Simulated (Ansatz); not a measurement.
Two isomers of C3H7NO: A = `CC1(N)CO1`, B = `CN(C)C=O`.

Computed with Ansatz on PBE0-D4/def2-TZVP structures; ΔE is electronic, products minus reactants. CCSD(T)/CBS is the MP2 limit (def2-TZVPP, def2-QZVPP) plus CCSD(T) − MP2 in def2-TZVPP, frozen cores. DFT in def2-TZVPP. One conformer a species, not always the lowest.

Problem. Which is lower in electronic energy at CCSD(T)/CBS, and by how much? (Estimate.)

Solution. Computed: B, by 89.3 kJ/mol.

Problem. Give E(B) − E(A) in kJ/mol with B2PLYP, CCSD(T)/def2-SVP, HF/def2-TZVPP, BLYP-D4, ωB97M-V, CCSD(T)/def2-TZVPP, CCSD/def2-TZVPP. (Estimate.)

Solution. Ansatz gave: B2PLYP -105.7, CCSD(T)/def2-SVP -112.0, HF/def2-TZVPP -111.5, BLYP-D4 -117.9, ωB97M-V -90.6, CCSD(T)/def2-TZVPP -92.5, CCSD/def2-TZVPP -91.2. None reverses the order clearly.

Problem. Does the order hold for the free energy at 298.15 K (harmonic terms from PBE0-D4)? (Best estimate.)

Solution. Ansatz gave: Yes: G(B) − G(A) = -93.0 kJ/mol, for one conformer each.

Largest T1 diagnostic: 0.014.

From r2SCAN to r2SCAN0 (25 % exact exchange), in def2-TZVPP and without D4, E(B) − E(A) moves by +5.8 kJ/mol. In def2-TZVPP, CCSD(T) changes the Hartree–Fock value by +19.0 kJ/mol (the triples alone add −1.3 kJ/mol) and MP2 by +21.4 kJ/mol.
